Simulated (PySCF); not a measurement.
**Energy profile**

The step: BNH₃F ([NH2][BH][F]) → BNH₂ ([BH][NH]) + HF; bonds formed: F2–H4; bonds broken: B1–F2, N3–H4 (atoms numbered as in the saddle structure below).

```
6
angstrom
B -0.3263 0.1573 -0.5147
F 0.4498 1.3551 0.6201
N 0.0916 -0.8464 0.1901
H 0.6049 0.3796 0.9160
H -0.8447 0.7982 -1.3549
H 0.0247 -1.8437 0.1434
```

Electronic energies by CCSD(T) at an estimated basis limit (MP2 extrapolated from triple and quadruple zeta, plus CCSD(T) − MP2 in triple zeta), on PBE0-D4/def2-TZVP structures; BNH₃F, singlet; no counterpoise correction. PySCF 2.14 with density fitting (its default auxiliary sets; JK sets also for MP2 and CCSD(T)); basis: def2-TZVPP and def2-QZVPP; cores frozen in the correlated methods. Extrapolation: Hartree–Fock as exp(−7.88 √X), correlation as X^−2.97.

Give the profile in kcal/mol, counted from the start structure. (To be estimated.)

By the calculation:
| point | kcal/mol |
| --- | --- |
| start structure | 0.00 |
| saddle | 74.75 |
| end structure | 58.87 |
| separated: BNH₂ (linked as [BH][NH]; B1, N3, H5, H6; singlet) + HF (F2, H4; singlet) | 64.23 |

T1 diagnostic: at most 0.017.

For scale, one of the runs: CCSD(T)/def2-TZVPP, 135 basis functions, launched by `OMP_NUM_THREADS=4 python run.py`. The run took 58 s on 4 CPU threads of an Arm Neoverse V1 (shared host), with 0.77 GiB of host memory at its peak.
